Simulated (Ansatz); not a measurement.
Molecule: C3H7O (charge 0, doublet). SMILES: CC(C)[O]
Geometry: optimised at B3LYP-D3(BJ)/def2-TZVP (Ansatz, an electronic-structure program).

Quantity: enthalpy of formation at 298 K, in kcal/mol. Terms: LANL2DZ all-electron up to Ne; open shells spin-unrestricted; dispersion terms only where a functional's name holds one; frozen cores in correlated levels; spin-orbit terms left out; non-relativistic; 6-311+G** with 5d; six Cartesian d functions in 6-31G* and its kin unless marked 5d. CBS marks a two-point X^-3 extrapolation of the correlation energy; Hartree-Fock from the larger set. [CCSD(T)-MP2]/basis is that difference in the basis named. Ab initio and DFT rows: single points at B3LYP-D3(BJ) geometries (Ansatz), with unscaled harmonic terms from B3LYP/6-31G* at its own minima, enthalpies of formation by atomisation with measured atoms.

Coupled cluster (Ansatz) is a level with limits of its own, used here on species with T1 under 0.025 (0.045 for open shells) and stable references: RI-MP2/CBS(cc-pVTZ,cc-pVQZ)+[CCSD(T)-MP2]/cc-pVDZ.

Value to compare with, RI-MP2/CBS(cc-pVTZ,cc-pVQZ)+[CCSD(T)-MP2]/cc-pVDZ (Ansatz): -10.3 kcal/mol.

```csv
level,program,enthalpy of formation at 298 K (kcal/mol),difference
PBE/STO-3G,Ansatz,-219.0,-208.7
PBE/3-21G,Ansatz,-25.4,-15.1
PBE/LANL2DZ,Ansatz,-9.4,0.9
PBE/6-31G*,Ansatz,-36.5,-26.2
PBE/def2-SVP,Ansatz,-38.5,-28.2
PBE/6-311+G**,Ansatz,-26.9,-16.6
PBE/def2-TZVPD,Ansatz,-30.3,-20.0
```

Among the 6 habitual levels, PBE/STO-3G lies farthest from RI-MP2/CBS(cc-pVTZ,cc-pVQZ)+[CCSD(T)-MP2]/cc-pVDZ (Ansatz) (-208.7 kcal/mol) and PBE/LANL2DZ nearest (0.9); 1 of 6 lie above it, and their mean absolute difference is 49.3 kcal/mol, the median 21.4. One case shows no general order.

The sets are all those run for this method; runs whose electronic state is in doubt are left out.
